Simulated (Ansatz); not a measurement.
`COC(C)N` → `CCC(N)O`  (isomerisation)

Calculated with Ansatz (gas phase, PBE0-D4/def2-TZVP geometries, no zero-point term in ΔE). CCSD(T)/CBS adds triple-zeta CCSD(T) − MP2 to the extrapolated MP2 energy (def2 sets, frozen cores). Functionals use def2-TZVPP. B3LYP here is the variant with VWN-RPA as its local correlation; programs differ in this. Each species was taken in one conformer, which may not be the lowest.

`COC(C)N`:

Z-matrix (Å, degrees):
```
C
O 1 1.400
H 1 1.098 2 112.7
H 1 1.091 2 107.4 3 119.2
H 1 1.100 2 111.5 3 -121.9
C 2 1.427 1 114.4 3 70.0
N 6 1.425 2 109.8 1 163.3
C 6 1.515 2 111.5 1 -74.4
H 6 1.101 2 107.5 1 45.9
H 7 1.012 6 110.3 2 -53.5
H 7 1.013 6 110.2 2 65.1
H 8 1.094 6 109.8 2 -61.3
H 8 1.091 6 110.1 2 179.0
H 8 1.091 6 111.5 2 58.6
```

`CCC(N)O`:

Z-matrix (Å, degrees):
```
C
C 1 1.518
H 1 1.091 2 110.7
H 1 1.094 2 111.0 3 119.7
H 1 1.092 2 111.2 3 -120.5
C 2 1.519 1 113.5 3 -60.2
H 2 1.095 1 110.3 3 178.7
H 2 1.096 1 110.3 3 60.6
O 6 1.408 2 107.2 1 60.4
N 6 1.446 2 115.3 1 -178.4
H 6 1.102 2 108.9 1 -58.8
H 9 0.962 6 106.0 2 166.6
H 10 1.012 6 111.3 2 77.4
H 10 1.014 6 110.5 2 -42.8
```

```tsv
level	ΔE (kJ/mol)	difference from CCSD(T)/CBS
LDA (SPW92)	-40.1	4.0
PBE-D4	-38.5	5.6
revPBE-D4	-38.3	5.8
r2SCAN-D4	-38.6	5.5
PBE0-D4	-41.4	2.7
B2PLYP	-38.5	5.6
PBE-QIDH	-43.9	0.2
PBE	-38.6	5.5
BLYP	-33.0	11.1
B3LYP	-35.7	8.4
LC-ωPBE	-42.5	1.6
RPA@PBE/def2-TZVPP	-38.2	5.9
HF/def2-TZVPP	-36.0	8.1
CCSD/def2-TZVPP	-41.9	2.2
SCS-MP2/def2-QZVPP	-43.2	0.9
HF/CBS(def2)	-35.9	8.2
CCSD(T)/CBS	-44.1	0
```

Largest T1 diagnostic among the species: 0.010.

From BLYP to BHLYP (50 % exact exchange), in def2-TZVPP and without D4, ΔE moves by −4.5 kJ/mol. In def2-TZVPP, CCSD(T) changes the Hartree–Fock value by −5.6 kJ/mol (the triples alone add +0.4 kJ/mol) and MP2 by −9.1 kJ/mol. Leaving LDA and LC-ωPBE aside and taking each functional with its dispersion term where it has one, the values, not all of them listed here, spread over 10.7 kJ/mol, from PBE-QIDH to BLYP-D4.

CCSD(T)/CBS has its own doubt, a few kJ/mol and more with outer-core shells, so smaller differences from it don't rank the levels.
